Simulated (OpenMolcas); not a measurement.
**C2H3ClF2 (1-chloro-1,1-difluoroethane) at B97-2/ANO-R2 (DKH2, RICD fitting)**

Aim: the energy change on altering one bond length of C2H3ClF2 (1-chloro-1,1-difluoroethane) at B97-2/ANO-R2 (DKH2, RICD fitting), from 2 runs. 

The calculation is run with OpenMolcas 26.06.

## (1) The system as given

The species is C2H3ClF2 (8 atoms), meant as a singlet with charge 0. SMILES: `CC(F)(F)Cl`. Geometry: relaxed at GFN2-xTB.

Bond lengths: C1–C2 1.508 Å, C2–F3 1.347 Å, C2–F4 1.346 Å, C2–Cl5 1.793 Å, C1–H6 1.086 Å, C1–H7 1.089 Å, C1–H8 1.086 Å. Some angles: C1–C2–F3 111.6°, C1–C2–F4 111.6°, C1–C2–Cl5 112.0°, F3–C2–F4 105.6°, F3–C2–Cl5 107.8°, F4–C2–Cl5 107.9°, C2–C1–H6 109.5°, C2–C1–H7 108.7°, C2–C1–H8 109.5°, H6–C1–H7 109.6°.

## (2) The energy at B97-2/ANO-R2 (DKH2, RICD fitting)

File job.input:

```
&GATEWAY
Coord
8
bohr
C     -1.13128454    -0.58371750     0.91217080
C      0.99142591     0.34041526    -0.74897405
F      3.25815240     0.02426408     0.36632341
F      1.11346443    -0.96723742    -2.92765820
Cl     0.66299151     3.62247270    -1.52092717
H     -1.13941037     0.47859204     2.66804762
H     -0.83463534    -2.57987300     1.31284943
H     -2.92070401    -0.33493506    -0.06185074
Basis=ANO-R2
Group=NoSym
RICD
&SEWARD
Relativistic=R02O02
Expert
&SCF
KSDFT=HYB_GGA_XC_B97_2
PrOrbitals=0
```

Launch:

```sh
$ export MOLCAS_MEM=1860
$ pymolcas job.input > job.log
```

Output:

```text
--- Start Module: gateway ---
[...]
--- Stop Module: gateway /rc=_RC_ALL_IS_WELL_ ---
[...]
--- Start Module: seward ---
[...]
 ###    WARNING:  EXPERT option is ON!                                       ###
 ###############################################################################
               SEWARD will generate:
[...]
      Basis functions          213
--- Stop Module: seward /rc=_RC_ALL_IS_WELL_ ---
[...]
--- Start Module: scf ---
[...]
       Convergence after  12 Iterations
[...]
::    Total KS-DFT energy                            -739.6279969440
[...]
      Total spin, S                                     0.0000000000
[...]
      Total electronic charge=   50.000000
      Total            charge=   -0.000000
[...]
      Dipole Moment (debye):
      Origin of the operator (angstrom)=    0.5273    0.5471   -0.5077
                   X= -1.6672E+00               Y= -7.0331E-01               Z=  1.2913E+00           Total=  2.2230E+00
      Quadrupole Moment (debye*angstrom):
[...]
--- Stop Module: scf /rc=_RC_ALL_IS_WELL_ ---
[...]
```

Run time: 79 s. Hardware: 1 thread of Arm Neoverse V1, shared host; peak memory 0.34 GiB.

## (3) The distorted shape at the same level

File job.input:

```
>>> EXPORT MOLCAS_PRINT=2

&GATEWAY
 COORD
 8
 bohr
 C     -2.19265300    -1.04578956     1.74275457
 C      0.99142591     0.34041526    -0.74897405
 F      3.25815240     0.02426408     0.36632341
 F      1.11346443    -0.96723742    -2.92765820
 Cl     0.66299151     3.62247270    -1.52092717
 H     -2.20077882     0.01651999     3.49863139
 H     -1.89600379    -3.04194506     2.14343320
 H     -3.98207246    -0.79700711     0.76873303
 BASIS=ANO-R2
 GROUP=NoSym
 RICD

&SEWARD
 RELATIVISTIC=R02O02
 EXPERT

&SCF
 KSDFT=HYB_GGA_XC_B97_2
 PRORBITALS=0
```

Launch:

```sh
$ export MOLCAS_MEM=1860
$ pymolcas job.input > job.log
```

Output:

```text
--- Start Module: gateway ---
[...]
--- Stop Module: gateway /rc=_RC_ALL_IS_WELL_ ---
[...]
--- Start Module: seward ---
[...]
 ###    WARNING:  EXPERT option is ON!                                       ###
 ###############################################################################
               SEWARD will generate:
[...]
      Basis functions          213
--- Stop Module: seward /rc=_RC_ALL_IS_WELL_ ---
[...]
--- Start Module: scf ---
[...]
       Convergence after  13 Iterations
[...]
::    Total KS-DFT energy                            -739.5263565000
[...]
      Total spin, S                                     0.0000000000
[...]
      Total electronic charge=   50.000000
      Total            charge=   -0.000000
[...]
      Dipole Moment (debye):
      Origin of the operator (angstrom)=    0.4429    0.5104   -0.4417
                   X= -1.6861E+00               Y= -6.6245E-01               Z=  1.2914E+00           Total=  2.2247E+00
      Quadrupole Moment (debye*angstrom):
[...]
--- Stop Module: scf /rc=_RC_ALL_IS_WELL_ ---
[...]
```

Wall time 86 s (1 thread of Arm Neoverse V1, shared host); peak memory 0.34 GiB.

## (4) Summary of results

Level: B97-2/ANO-R2 (DKH2, RICD fitting).

```
                                                         quantity          value
                                        first shape: total energy  -739.62800 Eh
                                       first shape: dipole moment         2.22 D
                                         first shape: HOMO energy       -9.01 eV
                                         first shape: LUMO energy        0.28 eV
                                       first shape: HOMO–LUMO gap        9.30 eV
                                    distorted shape: total energy  -739.52636 Eh
                                   distorted shape: dipole moment         2.22 D
                                     distorted shape: HOMO energy       -8.09 eV
                                     distorted shape: LUMO energy       -2.02 eV
                                   distorted shape: HOMO–LUMO gap        6.07 eV
energy change with the C1–C2 bond stretched from 1.508 to 2.262 Å       2.766 eV
```

What this shows: With the C1–C2 bond stretched from 1.508 to 2.262 Å the energy rises by 2.77 eV (267 kJ/mol). The first shape isn't relaxed at this level, so the change isn't measured from a minimum. Mulliken charges (distorted shape) run from -0.20 on C1 to +0.24 on C2.
